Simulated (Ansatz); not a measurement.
I need a relaxed scan of one distance of ClHMgS, SMILES [SH][Mg][Cl]. Use Ansatz 0.2.0, Python API. Settings (for the species named): PBE, def2-SVP basis, multiplicity 1.

```xyz
4

S    -0.3293    1.6589   -0.5395
Mg   -0.2761   -0.6842   -0.0658
Cl   -0.2021   -3.0048    0.3955
H     0.8631    1.9698    0.1894
```

`clhmgs_relaxed_scan.py`
```python
"""One bond of ClHMgS held at set lengths while the rest relaxes."""

import ansatz as az
import numpy as np

GEOMETRY = """
S    -0.32930    1.65890   -0.53950
Mg   -0.27610   -0.68420   -0.06580
Cl   -0.20210   -3.00480    0.39550
H     0.86310    1.96980    0.18940
"""

geometry = az.Crystal.molecule()
for line in GEOMETRY.strip().splitlines():
    symbol, *xyz = line.split()
    geometry = geometry.atom(symbol, [float(v) for v in xyz])

calc = (
    geometry.calculation()
    .basis(gaussian="def2-SVP")
    .functional("pbe")
)
symbols = [site.symbol for site in geometry.cartesian_sites]
pairs = [(0, 1), (0, 3), (1, 2)]
print("held (A)   E (eV)        ", "  ".join(f"{symbols[i]}{i}-{symbols[j]}{j}" for i, j in pairs))
for length in [2.18, 2.37, 2.56, 2.84, 3.2]:
    rep = calc.relax(constraints=[az.DistanceConstraint((1, 2), at=length)], force_tolerance=0.02, max_steps=60).run().report
    xyz = np.array(rep["positions_ang"])
    print(f"{length:6.2f} {rep['free_energy_ev']:14.5f}  ", "  ".join(f"{np.linalg.norm(xyz[i] - xyz[j]):.3f}" for i, j in pairs))
```

```console
$ python clhmgs_relaxed_scan.py
held (A)   E (eV)         S0-Mg1  S0-H3  Mg1-Cl2
DeckWarning: relax.constraints: the input's atoms, or those drawn, lie off the distances that are held; a relaxation that starts there is brought onto them ahead of its first SCF, by positions alone, [...]
  2.18   -28799.52387   2.314  1.365  2.180
  2.37   -28799.40311   2.311  1.365  2.370
  2.56   -28799.03802   2.309  1.365  2.560
  2.84   -28798.34423   2.307  1.366  2.840
  3.20   -28797.45830   2.309  1.365  3.200
```
(Warnings from the package without file and line, shortened, repeats left out.)

What to keep in mind:
- Total energies depend on the basis set; only differences at equal settings carry meaning.
- The energies are electronic: no zero-point or thermal terms, and the basis set is short of its limit.
- It ran for 35 s on 1 thread of Arm Neoverse V1, on a shared host, peak memory 0.2 GiB.

(Lines on the test bed's own set-up are left out of the output.)
